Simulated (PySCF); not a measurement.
## Chlorine: a sound run and one with changed settings

Sound run: Cl [Ne] 3s2 3p5, Cl⁺ [Ne] 3s2 3p4. Computed with PySCF 2.14 in def2-TZVP (5s5p2d1f, 37 functions), with no relativity, point nucleus. In the sound run the correlated levels freeze [Ne]. The sound run starts from symmetry-adapted Hartree-Fock orbitals and uses a fine grid where one is needed.

A second run was set up differently.

```json
{"species": "Cl", "method": "UHF", "sound run (hartree)": "-459.47681", "changed run (hartree)": "-459.47681", "converged": "yes"}
{"species": "Cl", "method": "LDA", "sound run (hartree)": "-458.64987", "changed run (hartree)": "-458.64987", "converged": "yes"}
{"species": "Cl", "method": "B3LYP", "sound run (hartree)": "-460.16698", "changed run (hartree)": "-460.16698", "converged": "yes"}
{"species": "Cl", "method": "MP2", "sound run (hartree)": "-459.63212", "changed run (hartree)": "-459.59253", "converged": "yes"}
{"species": "Cl", "method": "CCSD(T)", "sound run (hartree)": "-459.66200", "changed run (hartree)": "-459.66200", "converged": "yes"}
{"species": "Cl⁺", "method": "UHF", "sound run (hartree)": "-459.04415", "changed run (hartree)": "-459.04415", "converged": "yes"}
{"species": "Cl⁺", "method": "LDA", "sound run (hartree)": "-458.16496", "changed run (hartree)": "-458.16496", "converged": "yes"}
{"species": "Cl⁺", "method": "B3LYP", "sound run (hartree)": "-459.68706", "changed run (hartree)": "-459.68706", "converged": "yes"}
{"species": "Cl⁺", "method": "MP2", "sound run (hartree)": "-459.16501", "changed run (hartree)": "-459.13464", "converged": "yes"}
{"species": "Cl⁺", "method": "CCSD(T)", "sound run (hartree)": "-459.19499", "changed run (hartree)": "-459.19499", "converged": "yes"}
```

Ionisation energy of Cl:

```csv
method,sound run (eV),changed run (eV)
UHF,11.773,11.773
LDA,13.195,13.195
B3LYP,13.059,13.059
MP2,12.711,12.460
SCS-MP2,12.707,12.464
CCSD,12.671,12.671
CCSD(T),12.708,12.708
```

**Question.** What was changed?
A. level shift left on
B. all electrons correlated in a valence basis
C. minimal basis
D. basis contracted for another Hamiltonian

**Answer.** A. It used initial guess atom, at most 50 SCF cycles, level shift 0.5 hartree. A level shift leaves the converged SCF energy unchanged but raises the virtual orbital energies, which shrinks MP2 if it is not removed.
